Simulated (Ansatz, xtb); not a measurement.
C5H9+: which of two isomers lies lower

We compare X, `C/C=C\[CH+]C`, a singlet, with Y, `[CH2+]C=C(C)C`, a singlet. Both are isolated ions in the gas phase, relaxed with B3LYP/6-31G*; each stands in its lowest conformer found.

Quicker runs give these differences E(Y) − E(X): GFN2-xTB +2.70 kJ/mol; HF/STO-3G +2.52 kJ/mol (at GFN2-xTB geometries); r2SCAN-D4/def2-SVP +9.14 kJ/mol (at GFN2-xTB geometries).

Task: Estimate E(Y) − E(X) at the level CCSD(T)/def2-SVP + ΔMP2/def2-TZVPP.

Result: Too close to call at this level: CCSD(T)/def2-SVP + ΔMP2/def2-TZVPP gives E(Y) − E(X) = −1.11 kJ/mol.

Level by level:

| level | geometry | E(Y) − E(X) (kJ/mol) | departure from the last row (kJ/mol) | job, with rough time for the two |
| --- | --- | --- | --- | --- |
| GFN2-xTB | GFN2-xTB | +2.70 | +3.81 | optimisation, 0.18 s |
| HF/STO-3G | GFN2-xTB | +2.52 | +3.63 | single point, 0.26 s |
| r2SCAN-D4/def2-SVP | GFN2-xTB | +9.14 | +10.25 | single point, 3.2 s |
| B3LYP/6-31G* | B3LYP/6-31G* | +8.22 | +9.33 | optimisation, 31 s |
| HF/def2-SVP | B3LYP/6-31G* | +3.89 | +5.00 | part of the CCSD(T) run |
| MP2/def2-SVP | B3LYP/6-31G* | +0.90 | +2.01 | part of the CCSD(T) run |
| CCSD(T)/def2-SVP | B3LYP/6-31G* | −0.42 | +0.69 | single point |
| CCSD(T)/def2-SVP + ΔMP2/def2-TZVPP | B3LYP/6-31G* | −1.11 |  | single point, 35 s |

As drawn, both hold the same kinds of bond in the same numbers.

The largest departure from CCSD(T)/def2-SVP + ΔMP2/def2-TZVPP is that of r2SCAN-D4/def2-SVP, 10.25 kJ/mol. The last row adds to CCSD(T) the change of the MP2 difference between the two basis sets, here −0.69 kJ/mol.

With harmonic frequencies from B3LYP/6-31G* (ideal gas, rigid rotor, one conformer each, 298.15 K, 1 atm): the zero-point term adds −0.80 kJ/mol; ΔH is −1.75 and ΔG −2.67 kJ/mol.

The correlated steps freeze 5 core orbitals. Mirror images aren't counted in ΔG. Codes used: Ansatz 0.2.0, xtb 6.7.1; the last row on 2 threads of Arm Neoverse V2 on a shared host.
